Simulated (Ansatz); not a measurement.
# BHO₂ (triplet): wave-function methods side by side, def2-TZVPP

One table from this session's results is given with a row withheld; the runs are named, their logs left out.

Computed with Ansatz 0.2.0, Gaussian basis. Level: def2-TZVPP, core rule «outside noble gas», up to 3 orbitals frozen.

The runs, in order: UHF; ROHF; CCSD(T) on UHF.

2 further runs of the same task are left out: 2 set aside as unsound or not needed.

### What is computed

The geometry is a PBE0/def2-TZVP stationary point (not a proven minimum) of the parent state, kept for this charge and spin.

4 atoms, charge 0, spin multiplicity 3.

Atoms are counted from 1 here; the program's logs count them from 0.

Bond lengths: O1–B2 1.211 Å, B2–O3 1.322 Å, O3–H4 0.960 Å. Angles: O1–B2–O3 177.5°, B2–O3–H4 117.0°.

The first run:

File in.yaml:

```yaml
crystal:
  periodic: [false, false, false]
  atoms:
    - {symbol: O, position_ang: [0.000000, 0.037717, 1.291429]}
    - {symbol: B, position_ang: [0.000000, 0.005237, 0.081329]}
    - {symbol: O, position_ang: [0.000000, -0.087552, -1.237247]}
    - {symbol: H, position_ang: [0.000000, 0.734879, -1.732370]}
basis:
  gaussian: {orbitals: def2-TZVPP}
magnetization: {spin_polarized: true, initial_magnetization: 2}
hamiltonian: {xc: hf}
output: {orbitals: {seedname: orbitals}}
```

Command:

```bash
$ ansatz run in.yaml --threads 1 --pin off --events-out ev --progress --plain --max-ram 4096MiB --backend cpu
```

Among the steps run: UHF; ROHF; CCSD(T) on UHF.

One of the session's tables, all rows but one given; the rest of the session is left out.

```
  method  from UCCSD(T) (kcal/mol)
    ROHF                         ?
     UHF                   +342.69
    UMP2                    +26.47
   UCCSD                    +14.03
UCCSD(T)                         0
```

Q: Estimate the row for ROHF from the others.

As computed: from UCCSD(T) (kcal/mol): +345.84. In the column «from UCCSD(T) (kcal/mol)» it is the highest.
